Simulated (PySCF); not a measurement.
All of these have the formula C4H4FN. Computed with TDDFT PBE0/def2-SVPD, vertical, gas phase, core orbitals frozen in the response in PySCF. Geometries: GFN2-xTB; one conformer of each isolated species. Triplets are in the Tamm–Dancoff approximation.

A. `N#CC/C=C/F`
B. `Fc1ccc[nH]1`
C. `F/C=C\[C@H]1C=N1`

Lowest singlet levels (six at most, fewer where fewer were computed) with oscillator strengths:

1. 5.79 eV (f 0.002); 6.25 eV (f 0.012); 6.59 eV (f 0.138); 6.71 eV (f 0.002); 6.92 eV (f 0.005); 7.04 eV (f 0.001); T1 4.40 eV
2. 4.44 eV (f 0.018); 6.50 eV (f 0.051); 6.61 eV (f 0.112); 6.75 eV (f 0.371); 6.90 eV (f 0.016); 7.26 eV (f 0.008); T1 3.67 eV
3. 7.16 eV (f 0.161); 7.49 eV (f 0.116); 7.57 eV (f 0.002); 7.70 eV (f 0.020); 7.75 eV (f 0.066); 8.04 eV (f 0.006); T1 4.42 eV

Problem. Match each spectrum to its molecule.

Solution. 1 = B, 2 = C, 3 = A.
- A: S1 at 7.16 eV, HOMO→LUMO (55%), HOMO→LUMO+1 (35%); Löwdin shares by element: HOMO carbon 73% or more, fluorine 16%; LUMO carbon 67% or more, fluorine 7% (atoms not listed hold the other 25%); HOMO -8.18 and LUMO -0.45 eV.
- B: S1 at 5.79 eV, HOMO→LUMO (99%); Löwdin shares by element: HOMO carbon 79% (atoms not listed hold the other 21%); LUMO hydrogen 33% or more, carbon 31% or more, nitrogen 11% (atoms not listed hold the other 25%); HOMO -6.20 and LUMO 0.81 eV; point group Cs.
- C: S1 at 4.44 eV, HOMO→LUMO (90%); Löwdin shares by element: HOMO carbon 56% or more, nitrogen 18% (atoms not listed hold the other 26%); LUMO carbon 43% or more, nitrogen 34%, hydrogen 8% or more (atoms not listed hold the other 16%); HOMO -6.99 and LUMO -1.04 eV.
